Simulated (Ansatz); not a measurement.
Grey tin (α-Sn), treated with r²SCAN (Ansatz, a program for electronic structure, PAW).

Settings: plane-wave cutoff 560 eV, 10×10×10 k mesh, Fermi–Dirac smearing 0.01 eV, scalar-relativistic PAW data made under PBE.

Pressure at four volumes; x = ln(V/35.385 Å³). One pressure is withheld.

```json
[
 {"V (Å³/atom)": "33.262", "x": "-0.0619", "P (GPa)": "3.10"},
 {"V (Å³/atom)": "35.385", "x": "0.0000", "P (GPa)": "0.00"},
 {"V (Å³/atom)": "36.800", "x": "0.0392", "P (GPa)": "-1.52"},
 {"V (Å³/atom)": "37.508", "x": "0.0583", "P (GPa)": "?"}
]
```

Problem. Pass a parabola P(x) through the three rows shown, estimate the bulk modulus and its pressure derivative near zero pressure, and predict the withheld pressure.

Solution. Slopes between the rows: (0.00 − (3.10))/(0.0000 − (-0.0619)) = -50.08 and (-1.52 − (0.00))/(0.0392 − (0.0000)) = -38.78 GPa. Their difference over the span 0.1011 is c = 11.30/0.1011 = 111.8 GPa, so P(x) = 3.10 + (-50.08)(x − (-0.0619)) + 111.8 (x − (-0.0619))(x − (0.0000)). At the middle row B = −dP/dx = −[-50.08 + 111.8 × 0.0619] = 43.2 GPa, and B′ = dB/dP = 2c/B = 5.2. At x = 0.0583 the parabola gives -2.14 GPa; the run gives -2.17 GPa. The Birch–Murnaghan fit to the energies at all volumes has B0 = 42.9 GPa and B′ = 5.0.

Measured, for comparison: bulk modulus 42.8 GPa (0 K value with the zero-point phonon effect removed; as tabulated in Mejia-Rodriguez and Trickey (2018), arXiv:1807.09216). Computed (rounded) less measured: bulk modulus +0.2 %.

Spin–orbit coupling is not included; it can open a gap where bands touch, and shift volumes and moduli.
